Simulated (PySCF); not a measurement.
# H3N: the cost of one run

Program: PySCF 2.14.0. Level of theory: levels as typed in each script, gas phase, geometry from GFN2-xTB. These are calculated values, not measurements.

## (1) The system as given

SMILES `N`, 4 atoms, charge 0, spin multiplicity 1.

Bond lengths: N1–H2 1.013 Å, N1–H3 1.013 Å, N1–H4 1.013 Å. Angles: H2–N1–H3 107.7°, H2–N1–H4 107.7°, H3–N1–H4 107.6°.

As a file:

```
N     0.0000    0.0000    0.1100
H     0.8717   -0.3620   -0.2568
H    -0.7495   -0.5738   -0.2567
H    -0.1223    0.9360   -0.2567
```

## (2) Density, bond paths and surface potential (B3LYP/def2-svpd)

Input file input.py:

```python
import numpy as np
from pyscf import gto, scf, dft
from pyscf.scf import atom_ks, atom_hf
from scipy.linalg import block_diag

def solve(mol, dm0=None, hcore=None):
    mf = (dft.UKS if mol.spin else dft.RKS)(mol, xc='b3lyp')
    mf.grids.level = 3
    mf = mf.density_fit(auxbasis='def2-universal-jkfit')
    mf.conv_tol, mf.max_cycle = 1e-8, 80
    if hcore is not None:
        mf.get_hcore = lambda *args: hcore
    mf.kernel(dm0)
    if not mf.converged:
        mf = mf.newton().run(mf.mo_coeff, mf.mo_occ, max_cycle=30)
    assert mf.converged, 'SCF not converged'
    return mf

mol = gto.M(atom='''
N      0.00002    -0.00002     0.11002
H      0.87174    -0.36201    -0.25676
H     -0.74953    -0.57379    -0.25671
H     -0.12233     0.93596    -0.25667
''', basis='def2-svpd', charge=0, spin=0, verbose=4)
mf = solve(mol)
mf.analyze()
# spherically averaged free atoms, for the promolecule
atm = atom_ks.get_atm_nrks(mol, xc='b3lyp')
pro = block_diag(*[(atm[a[0]][2] * atm[a[0]][3]) @ atm[a[0]][2].T for a in mol._atom])
np.savez('result.npz', e=mf.e_tot, c=mf.mo_coeff, occ=mf.mo_occ, eps=mf.mo_energy, pro=pro, dip=mf.dip_moment(verbose=0), s2=mf.spin_square()[0])
```

Started as:

```bash
$ OMP_NUM_THREADS=1 python input.py
```

What time and memory should one allow on 1 thread of AMD EPYC 7R43 (Zen 3), shared host?

About 2.5 s, with a peak of 0.18 GiB.
